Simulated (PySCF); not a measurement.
Species, as SMILES: N (NH3).
Geometry (B3LYP-D3(BJ)/def2-TZVP, fixed):
```xyz
4

N      0.0022    -0.0038     0.1116
H     -0.0020     0.9512    -0.2281
H      0.8095    -0.4644    -0.2929
H     -0.8232    -0.4600    -0.2599
```
Charge 0, spin multiplicity 1.

How fast the isotropic shielding of H2 converges with the basis for several methods (PySCF): deviation from each method's own reference, in ppm. References: HF 31.35 ppm, the value in pcSseg-3; PBE 31.55 ppm, the value in pcSseg-3; PBE0 31.45 ppm, the value in pcSseg-3. All functions are spherical. Core-valence sets carry the plain set on hydrogen. No added dispersion term, no relativity. GIAO; atoms are numbered in the order shown.

```csv
basis,functions,HF,PBE,PBE0
6-31G,15,2.11,1.79,1.86
pcseg-1,29,0.51,0.50,0.48
aug-pcseg-1,50,0.24,0.15,0.18
"6-311++G(2d,2p)",57,0.29,0.30,0.30
def2-TZVPP,73,0.26,0.30,0.27
cc-pCVTZ,85,0.36,0.44,0.40
aug-cc-pVTZ,115,0.21,0.18,0.19
def2-QZVPP,147,0.11,0.13,0.12
```

Mean absolute deviation over 6-311++G(2d,2p), def2-TZVPP, cc-pCVTZ, aug-cc-pVTZ: HF 0.28, PBE0 0.29, PBE 0.31 ppm.
